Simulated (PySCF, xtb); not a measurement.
Homolysis of single bonds, series In F-NH2. All species are isolated molecules in the gas phase. One relaxed conformer stands for each flexible species; it need not be the lowest. Strings in code marks are SMILES.

Quantity: homolytic bond dissociation enthalpy at 298 K (no spin–orbit term), in kcal/mol. Enthalpy corrections at 298 K come from GFN2-xTB frequencies (xtb).

A: F–In bond of `[F][In]([F])[F]`, giving `[F]` and `[F][In][F]`
B: N–In bond of `[NH2][In]([F])[F]`, giving `[F][In][F]` and `[NH2]`
C: N–In bond of `[NH2][In]([NH2])[NH2]`, giving `[NH2]` and `[NH2][In][NH2]`

**Question.** Rank these by homolytic bond dissociation enthalpy at 298 K (no spin–orbit term) (lowest first), as ωB97X-D3(BJ)/def2-TZVP // PBE0-D3(BJ)/def2-TZVP (PySCF) gives it.

**Answer.** B (70.8 kcal/mol), C (74.5 kcal/mol), A (102.5 kcal/mol)
